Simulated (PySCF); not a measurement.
**How methods differ on the ionisation energy of Li**

Li [He] 2s1 (2S) → Li⁺ 1s2 (1S), as a difference of total energies. Calculation: PySCF 2.14, in aug-cc-pVDZ-DK; the spin-free X2C one-electron Hamiltonian (Gaussian nucleus). The calculations carry no spin-orbit coupling.

| method | ionisation energy (eV) |
| --- | --- |
| UHF | 5.342 |
| M06-L | 5.039 |
| TPSS | 5.498 |

For comparison: 5.392 eV (measured; NIST Atomic Spectra Database, ionization energies).
